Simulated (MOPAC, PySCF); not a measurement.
CH2F2, SMILES `FCF`, neutral singlet in the gas phase. 

Cartesian coordinates (Å):
SMILES: FCF
```xyz
5

F      1.1553     0.6216    -0.1230
C     -0.0062    -0.0779     0.0043
F     -1.0419     0.8054     0.0440
H      0.0191    -0.6301     0.9453
H     -0.1263    -0.7191    -0.8706
```
Charge 0, spin multiplicity 1.

All levels are single points at this geometry (B3LYP-D3(BJ)/def2-TZVP); Pople sets use spherical d functions. Orbital energies aren't observables, and empty levels follow the basis.

```csv
level,HOMO (eV),LUMO (eV),gap (eV),dipole (D),"vertical IE, Delta-SCF (eV)"
B3LYP-D3(BJ)/def2-TZVP in PySCF,-9.73,1.36,11.08,1.93,–
PBE-D3(BJ)/def2-TZVP in PySCF,-8.08,0.93,9.01,1.77,–
B3LYP/3-21G in PySCF,-8.80,3.40,12.21,1.86,–
B3LYP/6-311+G** in PySCF,-9.87,0.16,10.03,2.14,–
B3LYP/6-31G* in PySCF,-9.20,2.93,12.12,1.74,12.64
M06-2X/6-31G* in PySCF,-11.34,4.26,15.60,1.86,–
PBE/6-31G* in PySCF,-7.49,2.35,9.84,1.58,12.00
SVWN5/6-31G* in PySCF,-7.57,2.16,9.73,1.63,12.12
HF/3-21G in PySCF,-14.26,7.37,21.63,2.44,–
HF/6-31G* in PySCF,-14.42,6.77,21.20,2.17,13.50
HF/STO-3G in PySCF,-11.15,15.84,26.99,1.28,–
AM1 in MOPAC,-12.07,2.98,15.05,1.86,–
PM7 in MOPAC,-13.37,2.49,15.86,2.03,–
```
